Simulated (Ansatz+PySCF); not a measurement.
A calculation with PySCF 2.14.0.

```python
from pyscf import gto, scf, mp

# the (T+d) and (D+d) sets load through basis_set_exchange
mol = gto.M(atom="""
C 0.000000 0.683720 -0.096750
Cl -1.467090 -0.166670 0.008680
Cl 1.467090 -0.166670 0.008680
H 0.000000 1.699520 0.268540
""", basis={'C': 'cc-pvtz', 'Cl': 'cc-pv(t+d)z', 'H': 'cc-pvtz'}, charge=0, spin=1)
mf = scf.UHF(mol)
mf.kernel()
pt = mp.MP2(mf, frozen=11).run()
print(mf.e_tot, pt.e_corr, pt.e_tot)
```

The script is written out from the run's settings.

Results

```json
{"Converged": "yes", "Reference energy": "-957.45214 hartree", "Correlation energy": "-0.51864 hartree", "Total energy": "-957.97078 hartree", "Spin squared of the determinant": "0.769"}
```
